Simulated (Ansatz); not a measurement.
**Magnetic states of V**

```yaml
crystal:
  lattice:
    - [-1.49887, 1.49887, 1.49887]
    - [1.49887, -1.49887, 1.49887]
    - [1.49887, 1.49887, -1.49887]
  atoms:
    - { symbol: V, position: [0.00000, 0.00000, 0.00000] }
```

The structure comes from a relaxation in the same program, started in the bcc type, and has space group Im-3m. Whether it is a known phase or the ground state wasn't checked.

Level of theory: Ansatz 0.2.0, DFT, PBE, all-electron LAPW, scalar-relativistic.

Sampling and basis: a Γ-centred 16×16×16 k mesh, Fermi–Dirac smearing of 0.05 eV, basis error target 1 meV/atom. PBE unless a row says otherwise.

Energies are extrapolated to zero smearing; site moments are those inside atomic spheres.

```
                   run  E − E(first) (meV/atom)  spin moment V (μB)  cell spin moment (μB)  gap (eV)  P (GPa)
   ferromagnetic start                        0                0.00                   0.00      none      0.0
  no spin polarisation                        0                   0                      0      none      0.0
spin-orbit coupling on                        –                   –                   0.00      none      0.0
```
